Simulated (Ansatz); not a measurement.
A made-up structure of C$_{2}$H$_{7}$Si (charge -1), singlet:

```
atom    x (Å)    y (Å)    z (Å)
  C1   0.1268   0.5677  -0.2638
 Si2  -1.6060   0.3882  -0.5821
  C3   0.9090  -0.8540   0.7428
  H4  -2.0888  -0.6717  -1.3944
  H5  -2.4119   1.5552  -0.6518
  H6   0.3241   1.4560   0.2799
  H7   0.8557   0.6314  -1.0308
  H8   0.7476  -1.8036   0.2190
  H9   0.4355  -0.9355   1.7260
 H10   1.9903  -0.7178   0.8698
```

It is relaxed with PBE-D4/def2-SVPD and then PBE0-D4/def2-TZVPD (Ansatz 0.2.0). Atoms count as bonded within 1.22 times the sum of their covalent radii (H–H: 0.88 Å). The end point is not checked to be a true minimum.

Q: Does its bonding change? (Judge from chemistry; the calculation decides.)

A: By the calculation: Yes. Formed: C1–C3; broken: none.

Where it ends: The first stage lowers the energy by 2.37 eV in 12 steps. It ends as C₂H₇Si ([CH3][CH2][SiH2]), total charge -1:
```
10
angstrom
C 0.1654 0.4634 -0.0560
Si -1.7899 0.2807 -0.1394
C 0.8300 -0.7305 0.6160
H -1.8284 -0.7249 -1.3162
H -2.0520 1.5099 -1.0397
H 0.3855 1.3735 0.5188
H 0.5975 0.6141 -1.0533
H 0.6451 -1.6484 0.0456
H 0.4090 -0.8954 1.6149
H 1.9201 -0.6264 0.7237
```

Labels in which every atom is bracketed show which atoms are joined, not bond orders.

For scale, one of the runs: PBE0-D4/def2-TZVPD relaxation, 180 basis functions, launched by `ansatz run in.yaml --threads 2 --pin off --events-out ev --progress --plain --max-ram 4352MiB`. The run took about 30 s on 2 CPU threads of an Intel Xeon Platinum 8259CL (shared host).
